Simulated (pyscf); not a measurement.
H₂N–NH₂ + germane (GeH₄) → H₂N–NH–GeH₃ + hydrogen (H₂) (four-centre exchange; singlet surface; H–N, Ge–H broken, Ge–N, H–H formed). Structures and frequencies: ωB97X-D3(BJ)/def2-SVP in PySCF. Energies in kcal/mol from the separated reactants.

```
level                      barrier  reaction energy
----------------------  ----------  ---------------
ωB97X-D3(BJ)/def2-TZVP        48.3             +5.3
PBE/def2-TZVP                 43.4             +7.1
r²SCAN/def2-TZVP        (withheld)             +6.0
PBE0-D3(BJ)/def2-TZVP         45.5             +7.1
ωB97M-D3(BJ)/def2-TZVP        49.2             +7.4
HF/def2-TZVP            (withheld)       (withheld)
```

Fill in the missing entries.


- r²SCAN/def2-TZVP, barrier: 45.2
- HF/def2-TZVP, barrier: 66.8
- HF/def2-TZVP, reaction energy: +10.5

The functionals in the table span 5.8 kcal/mol in this barrier, from PBE to ωB97M-D3(BJ)/def2-TZVP. H₂N–NH–GeH₃ lies 44.8 kcal/mol over its isomer H₂N–GeH₂–NH₂ (electronic energy, ωB97M-D3(BJ)/def2-TZVP). One saddle was located; it need not be the lowest between these sides. Elements up to Kr have no core potential and no relativistic terms here.
